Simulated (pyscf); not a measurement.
**Substitution at C: C⁻≡N⁺–CH₃ + H• → CH₄ + •C≡N**

Gas phase, doublet surface, charge 0. Bonds broken: C1–N2. Bonds formed: C1–H7. PySCF, gas phase, ωB97X-D3(BJ)/def2-SVP geometries. Correlated levels are frozen-core, on RHF or UHF. ΔMP2 is the change of the MP2 total energy from the triple- to the quadruple-zeta basis.

Transition state (Å):

```xyz
7

C     -0.7851    -0.5033    -0.0323
N      0.6472     0.4916    -0.2220
C      1.6086     1.1596    -0.3468
H     -1.4124     0.2250    -0.5646
H     -0.3293    -1.3378    -0.5827
H     -0.7154    -0.4676     1.0635
H     -1.8630    -1.2519     0.1109
```

One imaginary mode, 1208i cm⁻¹; descent along it reached the two sides named.

```tsv
bond	change	reactant side (Å)	saddle	product side
C1–N2	breaks	1.421	1.754	3.4
C1–H7	forms	3.7	1.320	1.100
```

Electronic energies relative to the separated reactants (kcal/mol):

```json
[
 {"level": "ωB97X-D3(BJ)/def2-TZVP", "barrier": "39.1", "reaction energy": "-0.7", "reverse barrier": "39.8"},
 {"level": "PBE/def2-TZVP", "barrier": "27.6", "reaction energy": "-6.6", "reverse barrier": "34.2"},
 {"level": "r²SCAN/def2-TZVP", "barrier": "28.4", "reaction energy": "-8.3", "reverse barrier": "36.7"},
 {"level": "B3LYP-D3(BJ)/def2-TZVP", "barrier": "32.2", "reaction energy": "-6.0", "reverse barrier": "38.2"},
 {"level": "PBE0-D3(BJ)/def2-TZVP", "barrier": "34.7", "reaction energy": "-1.7", "reverse barrier": "36.5"},
 {"level": "M06-2X/def2-TZVP", "barrier": "38.4", "reaction energy": "-1.1", "reverse barrier": "39.5"},
 {"level": "ωB97M-D3(BJ)/def2-TZVP", "barrier": "38.0", "reaction energy": "-0.7", "reverse barrier": "38.7"},
 {"level": "HF/def2-TZVP", "barrier": "57.6", "reaction energy": "-4.2", "reverse barrier": "61.8"},
 {"level": "MP2/def2-QZVPP", "barrier": "44.0", "reaction energy": "+16.0", "reverse barrier": "28.0"},
 {"level": "CCSD/def2-TZVPP", "barrier": "40.3", "reaction energy": "-9.0", "reverse barrier": "49.3"},
 {"level": "CCSD(T)/def2-TZVPP", "barrier": "37.7", "reaction energy": "-9.1", "reverse barrier": "46.8"},
 {"level": "CCSD(T)/def2-TZVPP + ΔMP2(QZVPP)", "barrier": "37.3", "reaction energy": "-8.1", "reverse barrier": "45.4"}
]
```

With CCSD(T)/def2-TZVPP + ΔMP2(QZVPP) energies and thermal terms (ideal gas, 1 atm, RRHO with modes under 100 cm⁻¹ raised to 100, one conformer, R ln 2 for rigid chiral ones), in kcal/mol:

```json
[
 {"T (K)": "298", "ΔH‡": "37.0", "ΔG‡": "42.9", "ΔH": "-5.4", "ΔG": "-7.4"},
 {"T (K)": "600", "ΔH‡": "36.6", "ΔG‡": "49.1", "ΔH": "-6.2", "ΔG": "-9.2"},
 {"T (K)": "900", "ΔH‡": "36.3", "ΔG‡": "55.4", "ΔH": "-7.3", "ΔG": "-10.5"},
 {"T (K)": "1200", "ΔH‡": "36.0", "ΔG‡": "61.8", "ΔH": "-8.3", "ΔG": "-11.4"}
]
```

Abstraction by the radical was not located in this set and often lies lower. C⁻≡N⁺–CH₃ lies 22.5 kcal/mol over its isomer H₃C–C≡N, and others may lie lower still (electronic energy, ωB97M-D3(BJ)). One saddle was located; it need not be the lowest between these sides. The angle at the attacked C is 180°. The CCSD(T) − MP2 part came from Ansatz, without density fitting, on the same reference. An open-shell T1 diagnostic exceeds 0.045. A UHF reference is spin-contaminated (<S²> up to 1.14), which harms MP2 most.
